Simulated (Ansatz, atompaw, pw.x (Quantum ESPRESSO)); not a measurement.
pw.x on diamond Si: one setting changed

Potential: PAW, atompaw 4.2.0.5, LDA (PW92); core [Ne], reference 3s2 3p2; waves: 3s (bound): rc 2.00 bohr; 3s channel at 1.55 Ry: rc 1.40 bohr; 3p (bound): rc 2.00 bohr; 3p channel at 0.25 Ry: rc 2.00 bohr; 3d channel at 0.05 Ry: rc 2.00 bohr; local part: bessel scheme, radius 0.86 bohr; core correction: smooth core density matched at 1.00 bohr; augmentation: besselshape compensation charge, radius 1.75 bohr; PAW radius 2.00 bohr; waves and projectors: custom rrkj vanderbiltortho.

The reference run (k-mesh 9³, cutoffs 40/400 Ry, Fermi–Dirac 0.01 Ry, mixing_beta 0.4, conv_thr 1e-9, no spin) gives 0.09 GPa at 19.694 Å³/atom, where all-electron LAPW gives -0.03 GPa. This run, with its own iteration cap, changes tot_charge to -2, a wrong or extreme entry chosen on purpose.

```
&control
  calculation='scf', prefix='x', pseudo_dir='./', outdir='./tmp', tstress=.true., disk_io='none'
/
&system
  ibrav=0, nat=2, ntyp=1, ecutwfc=40, ecutrho=400, nbnd=11,
  occupations='smearing', smearing='fd', degauss=0.01, tot_charge=-2
/
&electrons
  conv_thr=1e-09, mixing_beta=0.4, electron_maxstep=70
/
ATOMIC_SPECIES
Si 1.0 Si.UPF
CELL_PARAMETERS angstrom
  0.00000000 2.70050288 2.70050288
  2.70050288 0.00000000 2.70050288
  2.70050288 2.70050288 0.00000000
ATOMIC_POSITIONS crystal
Si 0.0000 0.0000 0.0000
Si 0.2500 0.2500 0.2500
K_POINTS automatic
9 9 9 0 0 0
```

```bash
pw.x < Si.scf.in > Si.scf.out
```

Question: How does the run end?

Answer: It converges in 7 iterations; the free energy moves by +7.85 eV/atom and the pressure by +86.82 GPa. The cell is charged against a uniform background, so energy and pressure depend on the zero of the potential and are not those of the crystal.

```
Message from routine setup:
     using ibrav=0 with symmetry is DISCOURAGED, use correct ibrav instead
     lattice parameter (alat)  =       7.2170  a.u.
     unit-cell volume          =     265.8034 (a.u.)^3
     number of electrons       =        10.00
     number of Kohn-Sham states=           11
     kinetic-energy cutoff     =      40.0000  Ry
     charge density cutoff     =     400.0000  Ry
     scf convergence threshold =      1.0E-09
     Exchange-correlation= SLA PW NOGX NOGC
     number of k points=    35  Fermi-Dirac smearing, width (Ry)=  0.0100
     negative rho (up, down):  4.273E-02 0.000E+00
     iteration #  1     ecut=    40.00 Ry     beta= 0.40
     negative rho (up, down):  4.438E-02 0.000E+00
     total energy              =     -88.14637891 Ry
     estimated scf accuracy    <       0.02475775 Ry
     iteration #  2     ecut=    40.00 Ry     beta= 0.40
     negative rho (up, down):  4.654E-02 0.000E+00
     total energy              =     -88.14039830 Ry
     estimated scf accuracy    <       0.00709674 Ry
     iteration #  3     ecut=    40.00 Ry     beta= 0.40
     negative rho (up, down):  4.763E-02 0.000E+00
     total energy              =     -88.14054545 Ry
     estimated scf accuracy    <       0.00022022 Ry
     iteration #  4     ecut=    40.00 Ry     beta= 0.40
     c_bands:  1 eigenvalues not converged
     c_bands:  2 eigenvalues not converged
     negative rho (up, down):  4.780E-02 0.000E+00
     total energy              =     -88.14060833 Ry
     estimated scf accuracy    <       0.00000088 Ry
     iteration #  5     ecut=    40.00 Ry     beta= 0.40
     negative rho (up, down):  4.817E-02 0.000E+00
     total energy              =     -88.14060987 Ry
     estimated scf accuracy    <       0.00000006 Ry
     iteration #  6     ecut=    40.00 Ry     beta= 0.40
     negative rho (up, down):  4.805E-02 0.000E+00
     total energy              =     -88.14060988 Ry
     estimated scf accuracy    <       0.00000001 Ry
     iteration #  7     ecut=    40.00 Ry     beta= 0.40
     negative rho (up, down):  4.805E-02 0.000E+00
     the Fermi energy is     8.4032 ev
!    total energy              =     -88.14060988 Ry
     estimated scf accuracy    <          2.7E-11 Ry
     smearing contrib. (-TS)   =      -0.00562494 Ry
     convergence has been achieved in   7 iterations
     negative rho (up, down):  4.805E-02 0.000E+00
          total   stress  (Ry/bohr**3)                   (kbar)     P=      869.09
     Message from routine punch:
     Nothing written, as per user request (disk_io='none')
```

The run took about 8.7 s on one core of a shared host (Intel(R) Xeon(R) Platinum 8488C, 192 threads, 1488 GiB, load 72).
